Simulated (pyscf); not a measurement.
PySCF, gas phase, ωB97X-D3(BJ)/def2-SVP geometries.

For H₂N–Si(NH₂)(NH₂)–OH (SMILES N[Si](N)(N)O) + H₂ (SMILES [H][H]) → H₂N–SiH(NH₂)–NH₂ (SMILES N[SiH](N)N) + H₂O (SMILES O), a four-centre exchange (singlet surface; O–Si, H–H broken, H–Si, H–O formed), PBE/def2-TZVP gives ΔE‡ = 47.8 kcal/mol and ΔE = +22.2 kcal/mol (zero: the separated reactants). In which direction and how far do B3LYP-D3(BJ)/def2-TZVP, M06-2X/def2-TZVP, ωB97M-D3(BJ)/def2-TZVP move these?

B3LYP-D3(BJ): ΔE‡ = 54.1 kcal/mol, ΔE = +24.3 kcal/mol; M06-2X: ΔE‡ = 56.1 kcal/mol, ΔE = +27.3 kcal/mol; ωB97M-D3(BJ): ΔE‡ = 52.6 kcal/mol, ΔE = +24.3 kcal/mol. PBE's barrier lies under all of them, by 4.9 to 8.3 kcal/mol. Its reaction energy lies under all of them, by 2.1 to 5.1 kcal/mol. Low barriers are usual for a GGA, whose delocalisation error favours stretched bonds. On the product side the descent ends in a complex (not fully relaxed), 4.3 kcal/mol under the separated species and 33.4 kcal/mol under the saddle at ωB97X-D3(BJ)/def2-TZVP. This is the saddle that the search found; another between the same sides may lie lower.
